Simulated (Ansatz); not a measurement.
Born–Oppenheimer molecular dynamics of AlH₆OP (9 atoms, charge 0, multiplicity 1). It starts at the highest image of a converged band, a first-order saddle point between two minima.

Method: RKS PBE0-D4/6-31G* in Ansatz.

* ensemble: NVE (velocity Verlet)
* time step: 0.5 fs
* steps asked: 200
* starting velocities drawn for: 100 K
* seed: 10876

Frames 1 fs apart, positions in Å.

Velocities at 55 fs (Å/ps):

```
Al 0.21 9.02 2.06
O -4.96 -6.23 8.71
H 15.57 -11.75 2.57
H 5.46 13.13 8.23
H -7.37 16.71 2.99
P 2.54 -4.47 -7.32
H -4.57 5.38 12.97
H -13.54 7.52 30.85
H -0.50 -36.02 -26.23
```

```xyz
9
Properties=species:S:1:pos:R:3 time_fs=55 energy_less_start_eV=-0.505 T=656
Al 0.365 0.537 0.203
O -0.381 -0.367 2.064
H -1.027 -1.133 2.117
H 1.651 -0.416 0.102
H -0.865 -0.063 -0.642
P 0.145 2.586 1.331
H 1.420 3.161 1.563
H -0.410 3.671 0.612
H -0.571 0.217 2.814
9
Properties=species:S:1:pos:R:3 time_fs=56 energy_less_start_eV=-0.458 T=605
Al 0.365 0.545 0.205
O -0.386 -0.373 2.073
H -1.006 -1.139 2.118
H 1.657 -0.401 0.111
H -0.873 -0.045 -0.640
P 0.148 2.582 1.324
H 1.416 3.166 1.575
H -0.423 3.678 0.641
H -0.572 0.184 2.790
9
Properties=species:S:1:pos:R:3 time_fs=57 energy_less_start_eV=-0.396 T=539
Al 0.365 0.554 0.207
O -0.391 -0.382 2.080
H -0.980 -1.137 2.117
H 1.665 -0.382 0.120
H -0.880 -0.023 -0.638
P 0.151 2.578 1.317
H 1.412 3.169 1.585
H -0.436 3.682 0.667
H -0.578 0.166 2.782
9
Properties=species:S:1:pos:R:3 time_fs=58 energy_less_start_eV=-0.413 T=556
Al 0.365 0.562 0.209
O -0.395 -0.391 2.086
H -0.956 -1.138 2.115
H 1.674 -0.359 0.129
H -0.887 0.003 -0.637
P 0.153 2.573 1.310
H 1.408 3.171 1.592
H -0.449 3.685 0.688
H -0.591 0.170 2.798
9
Properties=species:S:1:pos:R:3 time_fs=59 energy_less_start_eV=-0.431 T=575
Al 0.364 0.570 0.212
O -0.398 -0.400 2.090
H -0.941 -1.151 2.112
H 1.685 -0.333 0.139
H -0.893 0.031 -0.637
P 0.156 2.569 1.304
H 1.404 3.172 1.598
H -0.462 3.686 0.705
H -0.609 0.189 2.831
9
Properties=species:S:1:pos:R:3 time_fs=60 energy_less_start_eV=-0.403 T=544
Al 0.363 0.577 0.214
O -0.400 -0.407 2.094
H -0.940 -1.180 2.110
H 1.696 -0.304 0.148
H -0.899 0.062 -0.637
P 0.158 2.565 1.298
H 1.400 3.171 1.601
H -0.475 3.684 0.719
H -0.629 0.208 2.862
9
Properties=species:S:1:pos:R:3 time_fs=61 energy_less_start_eV=-0.353 T=490
Al 0.363 0.584 0.217
O -0.402 -0.414 2.099
H -0.946 -1.218 2.108
H 1.708 -0.271 0.158
H -0.904 0.095 -0.638
P 0.161 2.562 1.292
H 1.397 3.170 1.602
H -0.488 3.681 0.728
H -0.646 0.217 2.879
9
Properties=species:S:1:pos:R:3 time_fs=62 energy_less_start_eV=-0.326 T=461
Al 0.362 0.591 0.220
O -0.404 -0.420 2.104
H -0.953 -1.252 2.108
H 1.721 -0.237 0.167
H -0.908 0.130 -0.641
P 0.164 2.558 1.286
H 1.395 3.167 1.601
H -0.500 3.676 0.733
H -0.660 0.211 2.876
9
Properties=species:S:1:pos:R:3 time_fs=63 energy_less_start_eV=-0.349 T=486
Al 0.360 0.597 0.222
O -0.406 -0.425 2.110
H -0.954 -1.273 2.110
H 1.735 -0.201 0.177
H -0.911 0.166 -0.644
P 0.166 2.555 1.282
H 1.394 3.164 1.599
H -0.512 3.668 0.736
H -0.670 0.189 2.855
9
Properties=species:S:1:pos:R:3 time_fs=64 energy_less_start_eV=-0.376 T=513
Al 0.359 0.602 0.225
O -0.408 -0.430 2.116
H -0.947 -1.276 2.114
H 1.750 -0.164 0.186
H -0.914 0.202 -0.649
P 0.168 2.552 1.277
H 1.395 3.161 1.594
H -0.523 3.658 0.734
H -0.679 0.159 2.824
9
Properties=species:S:1:pos:R:3 time_fs=65 energy_less_start_eV=-0.342 T=477
Al 0.357 0.608 0.228
O -0.410 -0.437 2.122
H -0.933 -1.265 2.119
H 1.766 -0.127 0.194
H -0.917 0.238 -0.654
P 0.171 2.550 1.273
H 1.397 3.158 1.588
H -0.534 3.645 0.730
H -0.691 0.130 2.795
9
Properties=species:S:1:pos:R:3 time_fs=66 energy_less_start_eV=-0.299 T=431
Al 0.356 0.612 0.230
O -0.412 -0.445 2.126
H -0.916 -1.246 2.124
H 1.782 -0.089 0.203
H -0.919 0.274 -0.662
P 0.173 2.547 1.269
H 1.401 3.156 1.581
H -0.543 3.631 0.723
H -0.713 0.117 2.782
```

Of the whole run (100 fs, mean temperature of the second half 542 K): The conserved energy stayed within 0.24 meV per atom of its start (net change -0.18 meV per atom), so the integration is sound. The kinetic energy rose, since the run started high on the potential surface and went downhill. A run of 0.1 ps of so small a system gives no equilibrium averages. The orbitals stay closed-shell, which can raise the energy where a bond breaks towards radicals; this wasn't checked here.

Time of the run: 5 min on 1 thread of Intel(R) Xeon(R) 6975P-C (Granite Rapids) (shared host), peak memory 0.14 GiB.
